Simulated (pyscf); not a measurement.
Structures and frequencies: ωB97X-D3(BJ)/def2-SVP in PySCF. Correlated levels are frozen-core, on RHF or UHF. ΔMP2 is the change of the MP2 total energy from the triple- to the quadruple-zeta basis.

For the elementary gas-phase step `[PH3]` + `[AlH]` [singlet] → `[AlH2][PH2]` (singlet surface; H–P broken, Al–P, Al–H formed), what barrier and reaction energy does CCSD(T)/def2-TZVPP + ΔMP2(QZVPP) give, measured from the separated reactants?

ΔE‡ = 77.2 kJ/mol, ΔE = -158.3 kJ/mol. Zero-point energy shifts the barrier by +2.3 kJ/mol. It is an insertion, with an imaginary mode of 1104i cm⁻¹. On the reactant side the descent ends in an adduct with a Al–P contact, 46.8 kJ/mol under the separated species and 125.6 kJ/mol under the saddle at ωB97X-D3(BJ)/def2-TZVP. What is counted as formed (Al–P) is already present as a longer contact in the reactant adduct; forming that adduct is a step of its own. The same reactants have a lower exit, to Al–PH₂ [singlet] + H₂ (barrier +45.5 kJ/mol at ωB97M-D3(BJ), against +96.0 kJ/mol here). One saddle was located; it need not be the lowest between these sides. A restricted solution here is unstable towards spin polarisation, so biradical character is likely and single-reference numbers are less safe. The CCSD(T) − MP2 part came from Ansatz, without density fitting, on the same reference.
